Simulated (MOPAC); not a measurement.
Input file for MOPAC: AM1 on hydrogen isocyanide (SMILES [C-]#[NH+]), a point of a bond scan (R = 1.496 Å).

```
AM1 1SCF PRECISE CHARGE=0 THREADS=1
CHN

C     -0.00000000 1    -0.00000000 1    -0.73641702 1
N      0.00000000 1     0.00000000 1     0.42763144 1
H      0.00000000 1     0.00000000 1     1.92380731 1
```

It printed:

```
*******************************************************************************
 **                                                                           **
 **                              MOPAC v23.2.5                                **
 **                                                                           **
 *******************************************************************************
 ** MOPAC's Digital Object Identifier: https://doi.org/10.5281/zenodo.6511958 **
 **                                                                           **
 ** Please cite the open-source release paper for use of this MOPAC version:  **
 ** J. E. Moussa and J. J. P. Stewart (2026)                                  **
 ** MOPAC: An open-source semiempirical molecular orbital program             **
 ** J. Open Source Softw., 11(119), 8025, https://doi.org/10.21105/joss.08025 **
 *******************************************************************************

                              AM1 CALCULATION RESULTS

 *******************************************************************************
 *  AM1        - The AM1 Hamiltonian to be used
 *
 *
 *
 *                 CHARGE ON SYSTEM = 0
 *
 *
 *
 *  PRECISE    - TIGHTER CRITERIA TO BE USED
 *  1SCF       - DO 1 SCF AND THEN STOP
 *  THREADS=1  - MULTI-THREADING NOT USED
 *  T=         - A TIME OF 172800.0 SECONDS REQUESTED
 *  DUMP=N     - RESTART FILE WRITTEN EVERY 7200.0 SECONDS REQUESTED
 *******************************************************************************
AM1 1SCF PRECISE CHARGE=0 THREADS=1
 CHN

   ATOM   CHEMICAL          X               Y               Z
  NUMBER   SYMBOL      (ANGSTROMS)     (ANGSTROMS)     (ANGSTROMS)

     1       C         -0.00000000  *  -0.00000000  *  -0.73641702  *
     2       N          0.00000000  *   0.00000000  *   0.42763144  *
     3       H          0.00000000  *   0.00000000  *   1.92380731  *



          CARTESIAN COORDINATES

    NO.       ATOM           X           Y           Z

     1         C         -0.0000     -0.0000     -0.7364
     2         N          0.0000      0.0000      0.4276
     3         H          0.0000      0.0000      1.9238

  H: (AM1): M.J.S. DEWAR ET AL, J. AM. CHEM. SOC. 107 3902-3909 (1985)
  C: (AM1): M.J.S. DEWAR ET AL, J. AM. CHEM. SOC. 107 3902-3909 (1985)
  N: (AM1): M.J.S. DEWAR ET AL, J. AM. CHEM. SOC. 107 3902-3909 (1985)

           Empirical Formula: C H N  =     3 atoms



      MOLECULAR POINT GROUP   :   C*v


      RHF CALCULATION, NO. OF DOUBLY OCCUPIED LEVELS = 5


 -------------------------------------------------------------------------------
 AM1 1SCF PRECISE CHARGE=0 THREADS=1
 CHN



     1SCF WAS SPECIFIED, SO BFGS WAS NOT USED
     SCF FIELD WAS ACHIEVED


                              AM1 CALCULATION
                                                       MOPAC v23.2.5 Linux




          FINAL HEAT OF FORMATION =        113.59175 KCAL/MOL =     475.26789 KJ/MOL


          COSMO AREA              =         66.06 SQUARE ANGSTROMS
          COSMO VOLUME            =         47.06 CUBIC ANGSTROMS

          IONIZATION POTENTIAL    =         11.440009 EV
          HOMO LUMO ENERGIES (EV) =        -11.440 -0.375
          NO. OF FILLED LEVELS    =          5
          MOLECULAR WEIGHT        =         27.0256         POINT GROUP:  C*v

          MOLECULAR DIMENSIONS (Angstroms)

            Atom       Atom       Distance
            H     3    C     1     2.66022
            H     3    C     1     0.00000
            C     1    N     2     0.00000


          SCF CALCULATIONS        =          1





   ATOM   CHEMICAL          X               Y               Z
  NUMBER   SYMBOL      (ANGSTROMS)     (ANGSTROMS)     (ANGSTROMS)

     1       C         -0.00000000  *  -0.00000000  *  -0.73641702  *
     2       N          0.00000000  *   0.00000000  *   0.42763144  *
     3       H          0.00000000  *   0.00000000  *   1.92380731  *

                             CARTESIAN COORDINATES

   1    C       -0.000000000    -0.000000000    -0.736417020
   2    N        0.000000000     0.000000000     0.427631440
   3    H        0.000000000     0.000000000     1.923807310


           Empirical Formula: C H N  =     3 atoms



      MOLECULAR POINT GROUP   :   C*v


                  EIGENVALUES
 -35.57867 -18.85374 -13.07383 -13.07383 -11.44001  -0.37523   2.73403   2.73403
   7.26256


              NET ATOMIC CHARGES AND DIPOLE CONTRIBUTIONS

  ATOM NO.   TYPE          CHARGE      No. of ELECS.   s-Pop       p-Pop
    1          C           0.051114        3.9489     1.78190     2.16698
    2          N          -0.432526        5.4325     1.62831     3.80422
    3          H           0.381411        0.6186     0.61859
 DIPOLE           X         Y         Z       TOTAL
 POINT-CHG.     0.000     0.000     2.455     2.455
 HYBRID        -0.000     0.000     1.360     1.360
 SUM           -0.000     0.000     3.815     3.815


          ATOMIC ORBITAL ELECTRON POPULATIONS

     Atom    s        px        py        pz
    1  C   1.78190   0.64484   0.64484   0.87730
    2  N   1.62831   1.35516   1.35516   1.09390
    3  H   0.61859

 **********************
 *                    *
 * JOB ENDED NORMALLY *
 *                    *
 **********************




 == MOPAC DONE ==
```

The run finished.

Cost: roughly 0.010 core-seconds.
